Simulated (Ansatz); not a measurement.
Consider the formal hydrolysis of a C–F bond: `N=C=C(O)F` + H₂O → `N=C=C(O)O` + H–F.

Gas-phase electronic energies from Ansatz, PBE0-D4/def2-TZVP geometries. CBS: MP2 limit from def2 TZ/QZ plus the TZ coupled-cluster correction, frozen cores. This one scheme is used for every species. DFT in def2-TZVPP. One conformer a species, not always the lowest.

```json
{"level": "BLYP-D4", "ΔE (kJ/mol)": "-5.4"}
{"level": "CAM-B3LYP-D4", "ΔE (kJ/mol)": "-5.9"}
```

**Question.** What does CCSD(T)/CBS give? (Best estimate.)

**Answer.** Ansatz gave: -12.6 kJ/mol. The listed levels differ from it by 7.2, 6.7 kJ/mol.

Largest T1 diagnostic among the species: 0.014.

Leaving LDA and LC-ωPBE aside and taking each functional with its dispersion term where it has one, the values, not all of them listed here, spread over 8.6 kJ/mol, from PBE-QIDH to B97M-V. LDA lies −4.1 kJ/mol from PBE without D4. In def2-TZVPP, CCSD(T) changes the Hartree–Fock value by −6.9 kJ/mol (the triples alone add −1.1 kJ/mol) and MP2 by −11.5 kJ/mol.
